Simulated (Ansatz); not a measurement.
Diamond-structure Si

Method: LDA in Ansatz (plane waves, PAW).

Settings: plane-wave cutoff 500 eV, 12×12×1 k mesh (along the axes of the cell as run), gaussian smearing 0.02 eV, scalar-relativistic PAW data made under PBE.

Cell: relaxed at this level.

| Quantity | Value |
|---|---|
| surface energy of the (111) face | 3.07 J/m² |

The slab of 12 atoms is relaxed and unreconstructed.

Computed values are for the static lattice.

Ansatz is an electronic-structure program.
